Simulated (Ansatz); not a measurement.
Ansatz (a first-principles code) input (X2C-CCSD(T)/cc-pVTZ-DK):

Ansatz 0.2 input:
```yaml
crystal:
  periodic: [false, false, false]
  atoms:
    - {symbol: C, position_ang: [-0.00957936, 0.00763515, -1.26573338]}
    - {symbol: C, position_ang: [0.00126974, -0.00101203, 0.16777228]}
    - {symbol: N, position_ang: [0.00988189, -0.00787628, 1.30570700]}
    - {symbol: H, position_ang: [0.00633831, 1.04329069, -1.61633999]}
    - {symbol: H, position_ang: [0.87344293, -0.52304743, -1.63235089]}
    - {symbol: H, position_ang: [-0.91661809, -0.49088277, -1.61860927]}
    - {symbol: H, position_ang: [0.01752135, -0.01396524, 2.31511772]}
basis:
  gaussian:
    orbitals: cc-pVTZ-DK
total_charge: 1
magnetization: {spin_polarized: false}
correlation: {method: ccsd_t, electrons: outside_noble_gas}
```

Output:

```
Functional definition: HF
integrals: 0.32 GiB planned
830 factors; integrals over basis functions are off by at most 1.2e-3 eV
mean field: 0.33 GiB planned
mean field evaluation 1: about -3598.2069 eV, gradient 3.9e1 eV
mean field evaluation 2: about -3598.2102 eV, gradient 3.9e1 eV
mean field evaluation 4: about -3601.2466 eV, gradient 4.8e0 eV
mean field evaluation 8: about -3601.3051 eV, gradient 2.0e-1 eV
mean field evaluation 16: about -3601.2950 eV, gradient 1.6e0 eV
mean field -3601.30522273 eV, -132.3455258830 hartree, gradient 3.6e-6 eV, S^2 0.000000; 0 other end points of the search recorded, 0 dependent functions left out
3 core orbitals not correlated
reference -3601.30522273 eV, -132.3455258830 hartree; 8, 8 occupied and 135, 135 virtual orbitals, 830 factors
second order -13.76938288 eV of doubles, -0.00000000 eV of singles
coupled cluster: 0.64 GiB planned
cycle   1  -13.80719981 eV  change   -3.8e-2 eV  update   8.7e-2
cycle   2  -14.18334626 eV  change   -3.8e-1 eV  update   2.7e-2
cycle   3  -14.27845577 eV  change   -9.5e-2 eV  update   1.3e-2
cycle   4  -14.27383275 eV  change    4.6e-3 eV  update   3.1e-3
cycle   5  -14.27593591 eV  change   -2.1e-3 eV  update   1.2e-3
cycle   6  -14.27628060 eV  change   -3.4e-4 eV  update   2.3e-4
cycle   7  -14.27626959 eV  change    1.1e-5 eV  update   7.0e-5
cycle   8  -14.27631408 eV  change   -4.4e-5 eV  update   1.8e-5
cycle   9  -14.27631754 eV  change   -3.5e-6 eV  update   6.5e-6
perturbative correction -0.64011560 eV, -0.0235238146 hartree
Total energy: -3616.22165588 eV, -132.8936946904 hartree
Relativity: scalar
```

It need not be the lowest isomer of its formula.
